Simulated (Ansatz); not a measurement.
in.yaml

```yaml
crystal:
  periodic: [false, false, false]
  atoms:
    - {symbol: Si, position_ang: [0.000000, 0.000000, 1.524634]}
    - {symbol: C, position_ang: [0.000000, 0.000000, -0.157817]}
    - {symbol: H, position_ang: [0.000000, 0.000000, -1.366817]}
basis:
  gaussian: {orbitals: cc-pVDZ}
magnetization: {spin_polarized: true, initial_magnetization: 1}
correlation: {method: ccsdt_q, electrons: outside_noble_gas}
```

```sh
$ ansatz run in.yaml --threads 1 --pin off --events-out ev --progress --plain --max-ram 2393MiB
```

(1) Roughly how long does this take on 1 thread of Arm Neoverse V1, shared host, and how much host memory?

```
662 factors; integrals over basis functions are off by at most 1.5e-7 eV
mean field evaluation 1: about -8903.7222 eV, gradient 1.1e1 eV
mean field evaluation 2: about -8903.7253 eV, gradient 1.1e1 eV
mean field evaluation 4: about -8904.7027 eV, gradient 1.7e0 eV
mean field evaluation 8: about -8904.7660 eV, gradient 4.1e-1 eV
mean field evaluation 16: about -8904.8704 eV, gradient 7.9e-4 eV
mean field evaluation 32: about -8904.7078 eV, gradient 3.2e-1 eV
mean field evaluation 64: about -8904.5068 eV, gradient 2.1e0 eV
mean field evaluation 96: about -8904.6878 eV, gradient 2.9e-1 eV
mean field evaluation 128: about -8901.8469 eV, gradient 7.7e0 eV
mean field evaluation 160: about -8904.8664 eV, gradient 2.1e-1 eV
...
cycle  11  -6.08273519 eV  change   -1.5e-3 eV  update   4.3e-4
cycle  12  -6.08316628 eV  change   -4.3e-4 eV  update   2.1e-4
cycle  13  -6.08343999 eV  change   -2.7e-4 eV  update   8.2e-5
cycle  14  -6.08351564 eV  change   -7.6e-5 eV  update   4.0e-5
cycle  15  -6.08346284 eV  change    5.3e-5 eV  update   2.1e-5
cycle  16  -6.08345660 eV  change    6.2e-6 eV  update   1.1e-5
cycle  17  -6.08344760 eV  change    9.0e-6 eV  update   5.4e-6
cycle  18  -6.08344875 eV  change   -1.1e-6 eV  update   2.8e-6
cycle  19  -6.08345188 eV  change   -3.1e-6 eV  update   1.4e-6
cycle  20  -6.08345160 eV  change    2.8e-7 eV  update   7.5e-7
perturbative correction -0.02598316 eV, -0.0009548634 hartree
Total energy: -8910.97986258 eV, -327.4724698708 hartree
```

Results:

(1) 14 s wall and 0.17 GiB.
